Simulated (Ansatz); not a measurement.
## Sn₃Bi (I4/mmm)

Computed with DFT PBEsol, scalar-relativistic, plane waves, PAW in Ansatz.

Cutoff 420 eV; k points 12×12×12 on the computed 4-atom cell (Γ-centred); Gaussian smearing, width 0.10 eV; no spin polarisation.

The structure is relaxed at this level of theory with its symmetry kept. Whether it is the stable form of this composition wasn't checked.

```yaml
crystal:
  lattice:
    - [-2.38798, 2.38798, 4.84586]
    - [2.38798, -2.38798, 4.84586]
    - [2.38798, 2.38798, -4.84586]
  atoms:
    - { symbol: Sn, position: [0.50000, 0.50000, 0.00000] }
    - { symbol: Sn, position: [0.25000, 0.75000, 0.50000] }
    - { symbol: Sn, position: [0.75000, 0.25000, 0.50000] }
    - { symbol: Bi, position: [0.00000, 0.00000, 0.00000] }
```

(1) Formation energy from the elements' standard states (uncorrected)?

(2) Density of states at the Fermi level?

(3) Löwdin character within 0.5 eV of the Fermi level?

(4) Bulk modulus?

(5) Its pressure derivative?

(6) Bader charges (e)?

Spin-orbit coupling is left out, which matters for the bands of heavy elements.

Results:

(1) +0.048 eV/atom.

(2) 2.32 states/eV per cell.

(3) Sn 5p 62 %, Bi 6p 23 %, Sn 5s 10 %.

(4) 55 GPa.

(5) 4.5.

(6) Sn (1 in the cell) 0.01, Sn (2 in the cell) 0.04, Bi (1 in the cell) -0.09.